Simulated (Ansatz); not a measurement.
We consider bcc Rb, described by PBEsol in Ansatz (plane waves, PAW).

Settings: plane-wave cutoff 520 eV, 18×18×18 k mesh, Fermi–Dirac smearing 0.1 eV, perturbation theory, force constants from a 6×6×6 q mesh, scalar-relativistic PAW data made under PBE.

Computed at the level's own relaxed cell. Harmonic vibrational thermodynamics at fixed volume:

```json
[
 {"T (K)": "0", "S_vib (J/K per mol of atoms)": "0.00", "C_V (J/K per mol of atoms)": "0.00", "F_vib (eV/atom)": "0.0059"},
 {"T (K)": "500", "S_vib (J/K per mol of atoms)": "86.81", "C_V (J/K per mol of atoms)": "24.92", "F_vib (eV/atom)": "-0.3205"},
 {"T (K)": "600", "S_vib (J/K per mol of atoms)": "91.36", "C_V (J/K per mol of atoms)": "24.93", "F_vib (eV/atom)": "-0.4129"},
 {"T (K)": "700", "S_vib (J/K per mol of atoms)": "95.20", "C_V (J/K per mol of atoms)": "24.93", "F_vib (eV/atom)": "-0.5097"},
 {"T (K)": "800", "S_vib (J/K per mol of atoms)": "98.53", "C_V (J/K per mol of atoms)": "24.93", "F_vib (eV/atom)": "-0.6101"},
 {"T (K)": "900", "S_vib (J/K per mol of atoms)": "101.46", "C_V (J/K per mol of atoms)": "24.93", "F_vib (eV/atom)": "-0.7137"},
 {"T (K)": "1000", "S_vib (J/K per mol of atoms)": "104.09", "C_V (J/K per mol of atoms)": "24.93", "F_vib (eV/atom)": "-0.8203"}
]
```

The crystal is taken as a harmonic solid at every temperature: melting, phase changes and thermal expansion are not seen, nor the electrons' share in a metal.

Ansatz is an electronic-structure program.
